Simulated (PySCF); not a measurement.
## Working out the ionisation energy of Si

Si [Ne] 3s2 3p2 (3P) → Si⁺ [Ne] 3s2 3p1 (2P). Calculation: PySCF 2.14, in cc-pV(D+d)Z; the non-relativistic Hamiltonian (point nucleus). Frozen: [Ne]. Energies in hartree (1 hartree = 27.21139 eV):

```
            part   Si (lower)  Si⁺ (upper)
             UHF  -288.850226  -288.569424
CCSD correlation    -0.065128    -0.054060
             (T)    -0.001074    -0.000677
```

Q: What does Hartree-Fock give?

A: (-288.569424) − (-288.850226) = 0.280802 hartree = 7.641 eV.

Q: What do CCSD and CCSD(T) give?

A: The CCSD correlation energies differ by 0.011068 hartree = 0.301 eV and the triples by 0.000397 hartree = 0.011 eV, so CCSD gives 7.942 eV and CCSD(T) 7.953 eV.

Measured between the centres of the two terms (NIST): 8.157 eV, so CCSD(T) (valence) is off by -0.204 eV.

What remains against the reference includes basis incompleteness, the frozen core and higher excitations.
